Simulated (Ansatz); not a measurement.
```yaml
crystal:
  periodic: [false, false, false]
  atoms:
    - {symbol: Mn, position_ang: [0.000000, 0.000000, 0.000000]}
    - {symbol: O, position_ang: [0.000000, 0.000000, 2.050000]}
basis:
  gaussian: {orbitals: def2-TZVP}
magnetization: {spin_polarized: true, initial_magnetization: 3}
hamiltonian: {xc: pbe0}
relax: {f_tol: 0.004, max_steps: 80}
```

```sh
$ ansatz run in.yaml --threads 1 --pin off --events-out ev --progress --plain --max-ram 2176MiB
```

Steps of the relaxation (energy above the last step; positions in Å, forces in eV/Å):

```
2
step 1, 464.4 meV
Mn    0.000    0.000    0.000    0.000    0.000    2.422
O     0.000    0.000    2.050    0.000    0.000   -2.422
```

```
2
step 2, 155.8 meV
Mn    0.000    0.000    0.073    0.000    0.000    1.726
O     0.000    0.000    1.977    0.000    0.000   -1.726
```

```
2
step 3, 92.4 meV
Mn    0.000    0.000    0.207    0.000    0.000   -1.850
O     0.000    0.000    1.843    0.000    0.000    1.850
```

```
2
step 5, 0.0 meV
Mn    0.000    0.000    0.154    0.000    0.000   -0.003
O     0.000    0.000    1.896    0.000    0.000    0.003
```

Close pairs at the end: Mn1–O2 1.743 Å.

A stationary point of unrestricted PBE0 after 5 steps, with ⟨S²⟩ = 5.079 against 3.75 for a pure state. 64 s on 1 thread of Arm Neoverse V1, shared host.
